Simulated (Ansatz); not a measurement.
BH, singlet in aug-cc-pVTZ: errors against full CI

Geometry: that of the BH⁻, doublet, kept fixed.

```xyz
2

B     0.0000    0.0000    0.0000
H     0.0000    0.0000    1.2628
```

Basis aug-cc-pVTZ; Ansatz 0.2.0. Only valence electrons are correlated (noble-gas cores frozen), which leaves 4 electrons in 68 orbitals. R marks a restricted (for open shells ROHF) determinant, U an unrestricted one. Active spaces: valence = (4e, 5o) chosen from the atoms' valence shells.

Full CI is exact within this basis and frozen core; it isn't the basis-set limit. The frozen core follows each run's orbitals, which can shift R against U totals by a few meV.

The UHF ⟨S²⟩ is 0.469, the T1 diagnostic (RCCSD) is 0.0137 and the largest doubles amplitude (RCCSD) is 0.057.

| level | E − E(RHF) (eV) |
| --- | --- |
| RMP2 | -2.0279 |
| RCCSD | -2.7071 |
| RCCSD(T) | -2.7648 |

Problem. Estimate how far full CI in aug-cc-pVTZ lies from RCCSD(T). The table doesn't fix it; the size of (T) and the diagnostics are the guide.

Solution. Full CI in aug-cc-pVTZ lies 15 meV below RCCSD(T), which is 25 % of the (T) step (-58 meV). RHF is unstable towards spin polarisation, and the rest is a large part of (T).

The other levels:

| level | E − E(full CI) (meV) | share of correlation (%) | wall time |
| --- | --- | --- | --- |
| BCCD(T) | 15 | 99.47 | 2.2 s |
| RCCSDT | 2 | 99.91 | – |
| RCCSDT(Q) | 1 | 99.98 | 11 s |
| CASSCF (valence space) | 1250 | 55.02 | – |
| NEVPT2 (valence space) | 395 | 85.79 | 1.1 s |
| NEVPT4(SD) (valence space) | 79 | 97.15 | 3.1 s (H100) |
| MRCISD (valence space) | 39 | 98.58 | – |
| MRCISD+Q (valence space) | 10 | 99.63 | 3.3 s (H100) |

The correlation energy at full CI, counted from RHF, is -2.779 eV. That run took 7 s on 1 thread of AMD EPYC 7R13, shared host over 1,319,122 determinants.

Run but not shown, since their state or frozen core can't be matched to the reference's or they repeat it: UHF, UMP2, UCCSD, UCCSD(T), UCCSDT, UCCSDT(Q).

Times hold each run's SCF and search for its determinant on a shared host, so for small cases they say little of a method's own cost; rows without a card ran on 1 thread of AMD EPYC 7R13.

The full-CI state has the irrep A1 of C2v, in the program's axes (one component, if the state is degenerate).

Natural occupations of full CI about the gap: 1.953 1.854 0.065 0.065 0.024 0.009 0.007 0.007 0.007 0.002; effectively unpaired electrons, Σ n²(2−n)², 0.12.
